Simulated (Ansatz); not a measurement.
**A ladder of methods for PH3 (phosphine)**

PH3: 4 atoms, total charge 0, spin state singlet. SMILES: `P`. The coordinates come from a PBE0-D4/def2-TZVP relaxation.

```xyz
4

P     0.3460   -0.3265   -0.3328
H     0.6309   -0.0340    1.0270
H    -1.0055   -0.6630   -0.0572
H     0.0287    1.0235   -0.6369
```

Quantity: the energy change with the P1–H4 bond stretched from 1.420 to 3.549 Å, in eV. The values are calculated.

```json
{"level": "HF/3-21G (restricted)", "kind": "Hartree–Fock", "program": "Ansatz", "value (eV)": "6.18", "less FCI/3-21G": "+3.26", "CPU time (all runs)": "0.21 s"}
{"level": "revPBE/3-21G (restricted)", "kind": "GGA", "program": "Ansatz", "value (eV)": "4.32", "less FCI/3-21G": "+1.40", "CPU time (all runs)": "1.3 s"}
{"level": "r2SCAN/3-21G (restricted)", "kind": "meta-GGA", "program": "Ansatz", "value (eV)": "4.68", "less FCI/3-21G": "+1.76", "CPU time (all runs)": "3.6 s"}
{"level": "r2SCAN0/3-21G (restricted)", "kind": "hybrid meta-GGA", "program": "Ansatz", "value (eV)": "5.16", "less FCI/3-21G": "+2.24", "CPU time (all runs)": "3.5 s"}
{"level": "wB97M-V/3-21G (restricted)", "kind": "range-separated hybrid", "program": "Ansatz", "value (eV)": "5.48", "less FCI/3-21G": "+2.56", "CPU time (all runs)": "17 s"}
{"level": "B2PLYP/3-21G (restricted)", "kind": "double hybrid", "program": "Ansatz", "value (eV)": "4.46", "less FCI/3-21G": "+1.54", "CPU time (all runs)": "2 s"}
{"level": "CCSD/3-21G (restricted)", "kind": "coupled cluster or CI", "program": "Ansatz", "value (eV)": "3.02", "less FCI/3-21G": "+0.10", "CPU time (all runs)": "0.27 s"}
{"level": "FCI/3-21G", "kind": "exact in the basis", "program": "Ansatz", "value (eV)": "2.92", "less FCI/3-21G": "0.00", "CPU time (all runs)": "6.3 s"}
```

FCI/3-21G is exact within its basis and frozen core, so for wave-function methods in that basis the difference is their error; functionals converge differently with the basis, so for them it is only a difference. A spin-restricted reference rises too steeply as a bond breaks; here HF/3-21G, revPBE/3-21G, r2SCAN/3-21G, r2SCAN0/3-21G, wB97M-V/3-21G, B2PLYP/3-21G lie well above the multireference or unrestricted value. The first shape isn't each level's own minimum. The values span 2.92 to 6.18 eV. All rows use very small basis sets, so none should be taken for the real molecule's value. CPU times are rough (shared hosts, several kinds of processor): they show what a rung costs within a factor of a few.
